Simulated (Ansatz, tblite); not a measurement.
# The cluster Sn4+: a ladder of methods and basis sets

Aim: run the doublet of the cluster Sn4+ at one geometry on many levels, and compare frontier levels, spin and run time.

Program: Ansatz 0.2.0, Gaussian basis. Level of theory: as each input shows. These are calculated values, not measurements.

Levels to be run: GFN1-xTB, GFN2-xTB, PBE-D4/def2-TZVP, r2SCAN-D4/def2-TZVP, PBE-QIDH/def2-TZVP, ωB97M-V/def2-TZVP, PBE-D4/def2-SVP, PBE0-D4/def2-SVP, CCSD(T)/def2-SVP, MP2/def2-TZVP, RPA/def2-TZVP.

5 further runs of the same task are left out: 5 set aside as unsound or not needed. Runs told in other sessions of the task aren't counted.

### 1 The structure

The doublet was relaxed beforehand with B3LYP-D4/def2-SVP. At that level it is the lowest of the isomers that a small search found.

4 atoms, charge 1, spin multiplicity 2.

Bond lengths: Sn1–Sn2 2.933 Å, Sn1–Sn3 2.933 Å, Sn1–Sn4 2.914 Å, Sn2–Sn4 2.933 Å, Sn3–Sn4 2.933 Å. Angles: Sn2–Sn1–Sn3 120.4°, Sn2–Sn1–Sn4 60.2°, Sn3–Sn1–Sn4 60.2°, Sn1–Sn2–Sn4 59.6°, Sn1–Sn3–Sn4 59.6°, Sn1–Sn4–Sn2 60.2°, Sn1–Sn4–Sn3 60.2°, Sn2–Sn4–Sn3 120.4°.

Sn takes a core potential in the def2 sets. No spin-orbit coupling is included. The ion is computed in the gas phase, without counter-ions or solvent.

PBE0-D4/def2-TZVP was run before; its log isn't repeated, and its numbers join the tables.

### 2 GFN1-xTB

Tight binding, by tblite at 300 K electronic temperature and without a spin-polarisation term:

```python
tblite.interface.Calculator('GFN1-xTB', numbers, positions, charge=1, uhf=1).singlepoint()
```

Energy -259.9972 eV; 0.003 s.

### 3 GFN2-xTB

Tight binding, by tblite at 300 K electronic temperature and without a spin-polarisation term:

```python
tblite.interface.Calculator('GFN2-xTB', numbers, positions, charge=1, uhf=1).singlepoint()
```

Energy -219.9491 eV; 0.004 s.

### 4 PBE-D4/def2-TZVP

start.molden holds the orbitals of an earlier run on this state, given as this run's starting guess.

File in.yaml:

```yaml
crystal:
  periodic: [false, false, false]
  atoms:
    - {symbol: Sn, position_ang: [0.636038, -0.204168, 1.294648]}
    - {symbol: Sn, position_ang: [0.020131, 2.515998, 0.387367]}
    - {symbol: Sn, position_ang: [-0.019826, -2.515987, -0.387461]}
    - {symbol: Sn, position_ang: [-0.636353, 0.204156, -1.294553]}
basis:
  gaussian: {orbitals: def2-TZVP, initial_orbitals: start.molden}
total_charge: 1
magnetization: {spin_polarized: true, initial_magnetization: 1}
hamiltonian: {xc: pbe, dispersion: d4}
scf: {omitted_lower_state_checks: [starts]}
output: {orbitals: {seedname: orbitals}}
```

Command:

```bash
$ ansatz run in.yaml --threads 4 --pin off --events-out ev --progress --plain --max-ram 4787MiB
```

Further steps of the session: r2SCAN-D4/def2-TZVP; PBE-QIDH/def2-TZVP; ωB97M-V/def2-TZVP; PBE-D4/def2-SVP; PBE0-D4/def2-SVP; CCSD(T)/def2-SVP; MP2/def2-TZVP; RPA/def2-TZVP.

**Question.** What will the summary of the whole plan be? Wanted: gap in def2-TZVP, named functionals, smallest and largest; correlation energy, CCSD(T)/def2-SVP; correlation energy, MP2/def2-TZVP; ⟨S²⟩ in def2-TZVP, named functionals, smallest and largest; PBE0 total energy, smallest basis above largest.

The runs gave:

| quantity | value |
| --- | --- |
| gap in def2-TZVP, named functionals, smallest and largest | 0.21 eV (PBE-D4), 4.87 eV (ωB97M-V) |
| correlation energy, CCSD(T)/def2-SVP | -11.28 eV |
| correlation energy, MP2/def2-TZVP | -32.99 eV |
| ⟨S²⟩ in def2-TZVP, named functionals, smallest and largest | 0.755, 0.763 |
| PBE0 total energy, smallest basis above largest | 0.63 eV (def2-SVP, def2-TZVP) |

In words: Orbital gaps of the named functionals in def2-TZVP span 0.21 eV (PBE-D4) to 4.87 eV (ωB97M-V); exact exchange widens it. Over the named functionals in def2-TZVP spin contamination reaches 0.01 (r2SCAN-D4), which is small. Notes on CCSD(T)/def2-SVP: spin contamination.
